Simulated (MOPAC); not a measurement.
MOPAC input (PM6):

```
PM6 1SCF GEO-OK AUX(PRECISION=9) THREADS=1
Cl2

Cl   -0.00000000 1   -0.00000000 1   -1.00677069 1
Cl    0.00000000 1    0.00000000 1    1.00677069 1
```

From the last part of the output:

```
                                                       MOPAC v23.2.5 Linux

          FINAL HEAT OF FORMATION =         -0.14723 KCAL/MOL =      -0.61599 KJ/MOL

          COSMO AREA              =         78.01 SQUARE ANGSTROMS
          COSMO VOLUME            =         60.89 CUBIC ANGSTROMS

          IONIZATION POTENTIAL    =         10.942728 EV
          HOMO LUMO ENERGIES (EV) =        -10.943 -2.270
          NO. OF FILLED LEVELS    =          7
          MOLECULAR WEIGHT        =         70.9060         POINT GROUP:  D*h

          MOLECULAR DIMENSIONS (Angstroms)

            Atom       Atom       Distance
           Cl     2   Cl     1     2.01354
           Cl     2   Cl     1     0.00000
           Cl     1   Cl     2     0.00000

          SCF CALCULATIONS        =          1

   ATOM   CHEMICAL          X               Y               Z
  NUMBER   SYMBOL      (ANGSTROMS)     (ANGSTROMS)     (ANGSTROMS)

     1      Cl         -0.00000000  *  -0.00000000  *  -1.00677069  *
     2      Cl          0.00000000  *   0.00000000  *   1.00677069  *

                             CARTESIAN COORDINATES

   1   Cl       -0.000000000    -0.000000000    -1.006770690
   2   Cl        0.000000000     0.000000000     1.006770690

           Empirical Formula: Cl2  =     2 atoms

      MOLECULAR POINT GROUP   :   D*h

                  EIGENVALUES
 -27.27077 -25.46365 -15.89857 -13.32210 -13.32210 -10.94273 -10.94273  -2.27031
  84.22475  84.22475  85.20474  85.75270  85.75270  85.85758  87.39042  87.39042
  87.63874  87.63874

              NET ATOMIC CHARGES AND DIPOLE CONTRIBUTIONS

  ATOM NO.   TYPE          CHARGE      No. of ELECS.   s-Pop       p-Pop       d-Pop
    1         Cl          -0.000000        7.0000     1.99432     5.00110     0.00459
    2         Cl           0.000000        7.0000     1.99432     5.00110     0.00459
 DIPOLE           X         Y         Z       TOTAL
 POINT-CHG.     0.000     0.000     0.000     0.000
 HYBRID         0.000     0.000    -0.000     0.000
 SUM            0.000     0.000     0.000     0.000

          ATOMIC ORBITAL ELECTRON POPULATIONS

     Atom    s        px        py        pz      x^2-y^2     xz        z^2       yz        xy
    1 Cl   1.99432   1.99841   1.99841   1.00427   0.00000   0.00159   0.00142   0.00159   0.00000
    2 Cl   1.99432   1.99841   1.99841   1.00427   0.00000   0.00159   0.00142   0.00159   0.00000

 **********************
 *                    *
 * JOB ENDED NORMALLY *
 *                    *
 **********************

 == MOPAC DONE ==
```

The geometry given is a B3LYP-D3(BJ)/def2-TZVP minimum.
